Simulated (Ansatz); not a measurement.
B2H, quartet along the scale of all distances

Starting geometry (PBE0/def2-TZVP stationary point for this spin, not checked as a minimum):

```xyz
3

B     0.0000    0.0000    0.1141
B     0.0000    0.0000   -1.4064
H     0.0000    0.0000    1.2923
```

From there all distances are scaled together; atoms are numbered as listed. Energies are in eV, counted from the starting geometry at the same level.

Basis 6-31G; Ansatz 0.2.0. Correlated methods freeze the noble-gas cores. Prefix R: restricted or restricted open-shell reference; prefix U: unrestricted. Active spaces: valence = (7e, 9o) chosen from the atoms' valence shells.

Unrestricted rows (U) aren't spin-pure: their determinants' ⟨S²⟩ exceeds S(S+1) by up to 0.17, so they mix in states of higher spin. Coupled cluster chose its determinant by a search with trial CCSD, here up to 0.64 eV above the lowest Hartree–Fock solution of its kind, and MP2 stands on that determinant too. For open shells CISD and CISDTQ are restricted-active-space CI with the open shells as a complete middle space. Runs in a small pair space aren't shown, since their orbitals change along the scan. A value is left out where its run failed or describes another state than the reference as far as symmetry and spin tell, or, spin-broken singlets apart, can't be checked. The reference follows the lowest state, whose symmetry changes from Σ⁻ or Δ to Π between 1.747 and 2.038.

Full CI is exact within this basis and frozen core; it isn't the basis-set limit. The frozen core follows each run's orbitals, which can shift R against U totals by a few meV.

```tsv
scale of all distances	full CI	unpaired electrons (full CI)	error RMP2	error RCCSD(T)	error UCCSD(T)	error RCCSDT	error CISDTQ	error NEVPT2 (valence space)
0.873	1.563	3.01	-0.094	-0.008	-0.008	-0.003	-0.001	0.020
1.000	0.000	3.02	0.000	0.000	0.000	0.000	0.000	0.000
1.139	0.566	3.04	0.141	0.015	0.015	0.006	0.002	-0.020
1.310	2.357	3.10	0.425	0.049	0.049	0.025	0.012	-0.033
1.488	4.244	3.20	–	0.101*	0.101*	0.054*	0.030	-0.028
1.747	5.948	3.37	0.937	0.171*	0.175*	0.019*	0.029	0.005
2.038	6.428	3.21	0.533	0.031	0.032	0.000	0.006	0.010
2.418	6.541	3.22	0.452	0.005	0.005	-0.001	0.004	0.011
```

An asterisk marks runs whose energy the program itself flagged as in doubt.

Unpaired electrons are Σ n²(2−n)² over natural occupations. Errors are those of relative energies. In total energy the starting point itself misses full CI by: RMP2 0.636, RCCSD(T) 0.023, UCCSD(T) 0.023, RCCSDT 0.006, CISDTQ 0.002, NEVPT2 (valence space) 0.206 eV.

Spread of the error over the points with a reference, to 2.418 (largest less smallest): CISDTQ 0.031, NEVPT2 (valence space) 0.054, RCCSDT 0.057, RCCSD(T) 0.179, UCCSD(T) 0.183, RMP2 1.031 (7 of 8 points) eV.

Going outwards, the relative energy of RMP2 first misses by more than 0.043 eV (1 kcal/mol) at 1.139.

Going outwards, the relative energy of RCCSD(T) first misses by more than 0.043 eV (1 kcal/mol) at 1.310.

Going outwards, the relative energy of RCCSDT first misses by more than 0.043 eV (1 kcal/mol) at 1.488.
